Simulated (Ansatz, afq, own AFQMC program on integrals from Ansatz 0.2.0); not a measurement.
## AlH₄, doublet in 6-31G, levels against full CI

```xyz
5

Al   -0.0599    0.0001   -0.1328
H     0.4487    0.0018    1.9858
H    -0.3171   -0.0089    1.9564
H     0.7333    1.3833   -0.1888
H     0.7376   -1.3801   -0.1993
```

Basis 6-31G. Noble-gas cores (and the filled d shells of Ga–Kr and In–Xe) are frozen. Integrals, coupled cluster, full CI and functionals: Ansatz 0.2.0; the random walks run on the same integrals in our own AFQMC program. The CISD trial takes its coefficients from CCSD amplitudes. Released means that phaseless walkers are propagated on without the constraint, phases kept. Free projection: walkers drawn from exp(T), propagated without any constraint. Its projection time is finite, and what remains of the start isn't in its error. Uncertainties: one standard error, sampling alone.

Determinant: UHF, the one that the program's search chose, which needn't be the lowest solution. The geometry is a point of a scan.

Full CI on the same integrals is exact in this basis and with this determinant's frozen core.

Cautions: the ph-AFQMC/HF walk drifts between its halves (2.1 errors).

* T1 diagnostic: 0.0114
* weight of the determinant in the CISD state: 0.946
* ⟨S²⟩ of the determinant: 0.751
* size of the correlated space: 7 electrons in 16 orbitals

```csv
level,correlation energy (eV)
MP2,-1.3367
CCSD,-1.9181
CCSD(T),-1.9358
```

(1) Estimate where AFQMC with the constraint released lies against CCSD(T) on the same integrals.

(1) 0.8 ± 0.04 kJ/mol below CCSD(T).

Reference: full CI, correlation energy -1.945 eV. The released energy is read at 2.40 1/Eh (meV from the phaseless value at times in 1/Eh: -0.7 ± 0.6 at 0.24, -0.6 ± 0.4 at 0.51, -0.7 ± 0.3 at 0.99, -0.9 ± 0.3 at 1.62, -0.4 ± 0.4 at 2.40).

```json
{"level": "CCSD(T)", "E − E(reference) (kJ/mol)": "0.9", "share of correlation (%)": "99.53"}
{"level": "CCSDT", "E − E(reference) (kJ/mol)": "0.0", "share of correlation (%)": "99.98"}
{"level": "CCSDT(Q)", "E − E(reference) (kJ/mol)": "0.0", "share of correlation (%)": "99.99"}
{"level": "CCSDTQ", "E − E(reference) (kJ/mol)": "0.0", "share of correlation (%)": "100.00"}
{"level": "ph-AFQMC/HF", "E − E(reference) (kJ/mol)": "-0.8 ± 1.1", "share of correlation (%)": "100.45"}
{"level": "ph-AFQMC/CISD", "E − E(reference) (kJ/mol)": "0.1 ± 0.06", "share of correlation (%)": "99.93"}
{"level": "released AFQMC", "E − E(reference) (kJ/mol)": "0.1 ± 0.04", "share of correlation (%)": "99.96"}
{"level": "free AFQMC", "E − E(reference) (kJ/mol)": "-0.1 ± 0.03", "share of correlation (%)": "100.03"}
```

CCSDT and higher add their correlation energy to the determinant of the CCSD(T) run, since their own runs factorise the integrals more tightly (a shift of under 2 meV). Free projections are given only where their last times agree within the noise and don't stop above the reference; a slow remainder of the start can still hide under it. Released energies are given only where the last usable release times agree within the noise; a slower fall can still hide under it.
